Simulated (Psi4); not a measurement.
# AlH (SMILES [AlH]) at 3 levels

We compute a comparison of 3 runs (BLYP/def2-TZVPPD, wB97X/def2-TZVPPD, MP3/def2-TZVPPD) of AlH. 

The calculation is run with Psi4 1.11.

2 further runs of the same task are left out: 2 set aside as unsound or not needed.

### 1 The system as given

AlH: 2 atoms, total charge 0, spin state singlet. SMILES: `[AlH]`. The Al1–H2 distance was set to 2.497 Å, away from the relaxed value.

### 2 The energy at BLYP/def2-TZVPPD (run 1)

calc.in reads:

```
memory 1.6 GB

molecule system {
  Al     0.000000     0.000000    -0.857990
  H      0.000000     0.000000     1.639110
  units angstrom
  symmetry c1
}

set reference rks
set puream true
set e_convergence 1e-09
set d_convergence 1e-08
set scf_type pk
set dft_radial_points 99
set dft_spherical_points 590

result, w = energy("blyp/def2-TZVPPD", return_wfn=True)
oeprop(w, "WIBERG_LOWDIN_INDICES", "LOWDIN_CHARGES", "DIPOLE")
print_variables()
```

Launch:

```
$ psi4 -i calc.in -o calc.out -n 1
```

calc.out:

```text
[...]
  Running in c1 symmetry.
[...]
  Nuclear repulsion =    2.754917199435345
[...]
  Multiplicity = 1
[...]
  Nalpha       = 7
  Nbeta        = 7
[...]
    Number of basis functions: 65
[...]
   @RKS iter   1:  -242.88727343123665   -2.99263e-01   4.30011e-03 ADIIS/DIIS
[...]
   @RKS iter  11:  -242.94371889534392   -2.87059e-12   4.46523e-09 DIIS
[...]
    Orbital Energies [Eh]
    ---------------------
    Doubly Occupied:
       1A    -55.483664     2A     -3.980068     3A     -2.591821
       4A     -2.591821     5A     -2.586079     6A     -0.298563
       7A     -0.168123
[...]
  @RKS Final Energy:  -242.94371889534392
   => Energetics <=
    Nuclear Repulsion Energy =              2.7549171994353445
    One-Electron Energy =                -342.5148610722203557
    Two-Electron Energy =                 115.6774419425323117
    DFT Exchange-Correlation Energy =     -18.8612169650912200
    Empirical Dispersion Energy =           0.0000000000000000
    VV10 Nonlocal Energy =                  0.0000000000000000
    Total Energy =                       -242.9437188953439204
[...]
 Multipole Moments:
 ------------------------------------------------------------------------------------
     Multipole            Electronic (a.u.)      Nuclear  (a.u.)        Total (a.u.)
 ------------------------------------------------------------------------------------
 L = 1.  Multiply by 2.5417464519 to convert [e a0] to [Debye]
 Dipole X            :          0.0000000            0.0000000            0.0000000
 Dipole Y            :         -0.0000000            0.0000000           -0.0000000
 Dipole Z            :         -3.7247184            2.3400514           -1.3846670
 Magnitude           :                                                    1.3846670
[...]
```

Run time: 2.8 s. Hardware: 1 thread of Intel Xeon 6975P-C (Granite Rapids), shared host; peak memory 0.43 GiB.

### 3 Energy and gradient at wB97X/def2-TZVPPD (run 2)

calc.dat reads:

```
memory 1.6 GB

molecule system {
  0 1
  Al
  H 1 r2

  r2 = 2.4971
  units angstrom
  symmetry c1
  no_reorient
  no_com
}

set basis def2-TZVPPD
set puream true
set e_convergence 1e-09
set d_convergence 1e-08
set scf_type pk
set dft_radial_points 99
set dft_spherical_points 590

e_tot, wfn = gradient('wb97x', return_wfn=True)
oeprop(wfn, 'MAYER_INDICES', 'MULLIKEN_CHARGES', 'WIBERG_LOWDIN_INDICES', title='WB97X')
print_variables()
```

Launch:

```
$ psi4 calc.dat calc.out -n 1
```

calc.out:

```text
[...]
  Running in c1 symmetry.
[...]
  Nuclear repulsion =    2.754917199435346
[...]
  Multiplicity = 1
[...]
  Nalpha       = 7
  Nbeta        = 7
[...]
    Number of basis functions: 65
[...]
   @RKS iter   1:  -242.89931318660999   -5.64999e-01   2.82787e-03 DIIS/ADIIS
[...]
   @RKS iter   9:  -242.91630975181624   -3.10649e-11   8.68286e-09 DIIS
[...]
  @RKS Final Energy:  -242.91630975181624
   => Energetics <=
    Nuclear Repulsion Energy =              2.7549171994353459
    One-Electron Energy =                -342.4108660549015895
    Two-Electron Energy =                 110.8488885997769557
    DFT Exchange-Correlation Energy =     -14.1092494961269352
    Empirical Dispersion Energy =           0.0000000000000000
    VV10 Nonlocal Energy =                  0.0000000000000000
    Total Energy =                       -242.9163097518162431
[...]
 Multipole Moments:
 ------------------------------------------------------------------------------------
     Multipole            Electronic (a.u.)      Nuclear  (a.u.)        Total (a.u.)
 ------------------------------------------------------------------------------------
 L = 1.  Multiply by 2.5417464519 to convert [e a0] to [Debye]
 Dipole X            :         -0.0000000            0.0000000           -0.0000000
 Dipole Y            :          0.0000000            0.0000000            0.0000000
 Dipole Z            :         -3.8461039            2.3400514           -1.5060525
 Magnitude           :                                                    1.5060525
[...]
  -Total Gradient:
     Atom            X                  Y                   Z
    ------   -----------------  -----------------  -----------------
       1       -0.000000000076     0.000000000019    -0.041078681777
       2        0.000000000076    -0.000000000019     0.041080823504
[...]
```

It took 4.2 s on 1 thread of Intel Xeon 6975P-C (Granite Rapids), shared host; peak memory 0.45 GiB.

### 4 A single-point energy at MP3/def2-TZVPPD (run 3)

run_ase.py reads:

```python
import numpy as np
from ase.calculators.psi4 import Psi4
from ase import Atoms

atoms = Atoms(['Al', 'H'], positions=[
    [0.000000, 0.000000, -0.857990],
    [0.000000, 0.000000, 1.639110],
])
calc = Psi4(atoms=atoms, method='mp3', basis='def2-TZVPPD', memory='1600MB', num_threads=1, charge=0, multiplicity=1, label='psi4-calc')
calc.psi4.set_options({'puream': True, 'e_convergence': 1e-09, 'd_convergence': 1e-08, 'scf_type': 'pk', 'num_frozen_docc': 5, 'mp_type': 'conv'})
atoms.calc = calc

print(f'energy: {atoms.get_potential_energy():.6f} eV')
```

Launch:

```
$ python run_ase.py
```

psi4-calc.dat:

```text
[...]
  Running in c1 symmetry.
[...]
  Nuclear repulsion =    2.754917199435345
[...]
  Multiplicity = 1
[...]
  Nalpha       = 7
  Nbeta        = 7
[...]
    Number of basis functions: 65
[...]
   @RHF iter   1:  -242.39096318827157   -6.02820e-01   1.89457e-03 DIIS/ADIIS
[...]
   @RHF iter   9:  -242.40209508535304   -1.25056e-12   2.07265e-09 DIIS
[...]
  @RHF Final Energy:  -242.40209508535304
   => Energetics <=
    Nuclear Repulsion Energy =              2.7549171994353445
    One-Electron Energy =                -342.2846624457181974
    Two-Electron Energy =                  97.1276501609298037
    Total Energy =                       -242.4020950853530394
[...]
 Multipole Moments:
 ------------------------------------------------------------------------------------
     Multipole            Electronic (a.u.)      Nuclear  (a.u.)        Total (a.u.)
 ------------------------------------------------------------------------------------
 L = 1.  Multiply by 2.5417464519 to convert [e a0] to [Debye]
 Dipole X            :         -0.0000000            0.0000000           -0.0000000
 Dipole Y            :          0.0000000            0.0000000            0.0000000
 Dipole Z            :         -3.9291612            2.3400514           -1.5891098
 Magnitude           :                                                    1.5891098
[...]
	SCS-MP2 Total Energy (a.u.)        :  -242.47545645751623
	SOS-MP2 Total Energy (a.u.)        :  -242.48049188255175
[...]
	SOS-PI-MP2 Total Energy (a.u.)     :  -242.48652240541318
[...]
	MP2 Total Energy (a.u.)            :  -242.46538560744511
[...]
	SCS-MP3 Total Energy (a.u.)        :  -242.47937401321315
[...]
	MP3 Total Energy (a.u.)            :  -242.48105583023275
[...]
```

On the terminal:

```text
energy: -6598.245614 eV
```

Wall time 2 s (1 thread of Intel Xeon 6975P-C (Granite Rapids), shared host); peak memory 0.38 GiB.

### 5 Overview of the runs

| run | level | task | properties | energy (Eh) | dipole moment (D) | HOMO energy (eV) | LUMO energy (eV) | wall time |
| --- | --- | --- | --- | --- | --- | --- | --- | --- |
| 1 | BLYP/def2-TZVPPD | energy | (wiberg, lowdin, dipole) | -242.943719 | 3.52 | -4.57 | -2.88 | 2.8 s |
| 2 | wB97X/def2-TZVPPD | gradient | (mayer, mulliken, wiberg) | -242.916310 | 3.83 | -7.69 | -0.41 | 4.2 s |
| 3 | MP3/def2-TZVPPD | energy | – | -242.481056 | – | -7.66 | 0.29 | 2 s |

### 6 Outcome

| quantity | value |
| --- | --- |
| run 3: total energy | -242.48106 Eh |
| run 3: HOMO energy (Hartree–Fock orbitals) | -7.66 eV |
| run 3: LUMO energy (Hartree–Fock orbitals) | 0.29 eV |
| run 3: HOMO–LUMO gap (Hartree–Fock orbitals) | 7.95 eV |
| run 3: correlation energy (5 core orbitals frozen) | -79.0 mEh |

Totals of different functionals can't be ranked against each other. All runs together took 9 s, the longest 4.2 s.
